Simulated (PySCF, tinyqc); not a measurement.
Starting guesses with DIIS over 6 matrices: SCF starting guesses in the sto-3g basis, for H2O, spin multiplicity 1. Computed by the program tinyqc with PySCF. RHF with one setting changed at a time; a run stops when the energy changes by less than 1e-09 hartree and the error matrix is below 1e-5. Starts: the lowest orbitals of the core Hamiltonian, of the Wolfsberg-Helmholz matrix (K = 1.75), projected atomic densities, random orbitals, and the highest orbitals of the core Hamiltonian (a deliberately bad start).

Geometry (angstrom):
```
atom       x        y       z
O     0.0000   0.0000  0.0000
H     0.0000   1.0190  0.7670
H     0.0000  -1.0190  0.7670
```

lowest restricted solution found by these runs and by PySCF = -74.850307 hartree

Largest element of the error matrix X^T (FDS - SDF) X:
```
iteration     core  Wolfsberg-Helmholz  atomic densities   random  highest core orbitals
1          4.2e-01             5.1e-01           7.0e-01  8.6e+00                3.6e-01
2          4.4e-01             1.4e-01           2.2e-01  5.2e-01                4.8e-01
3          7.6e-02             3.4e-02           4.4e-02  2.5e-01                5.2e-01
4          1.6e-02             4.6e-03           4.3e-03  5.4e-02                5.1e-01
5          5.4e-03             1.4e-03           4.1e-04  3.0e-02                5.1e-01
6          9.5e-04             5.8e-05           1.4e-04  9.9e-03                4.9e-01
8          1.3e-06             9.1e-09           1.4e-08  1.6e-04                3.3e-02
10               -                   -                 -  1.8e-05                9.6e-03
```

How each run ends:
```
run                    iterations  E (hartree)         state
core                            9   -74.850307  lowest found
Wolfsberg-Helmholz              8   -74.850307  lowest found
atomic densities                8   -74.850307  lowest found
random                         12   -74.850307  lowest found
highest core orbitals          13   -74.850307  lowest found
```

What does the comparison show, and why?

5 of 5 runs reach the lowest restricted solution found, in 8 to 13 iterations (fastest: Wolfsberg-Helmholz, atomic densities). The first errors are 4e-01, 5e-01, 7e-01, 9e+00, 4e-01; the deliberately bad start has the smallest one, so a small first error does not mark a good start. The restricted reference is unstable here: a spin-polarised solution lies 0.0004 hartree lower (PySCF), so results built on it describe a poor reference.
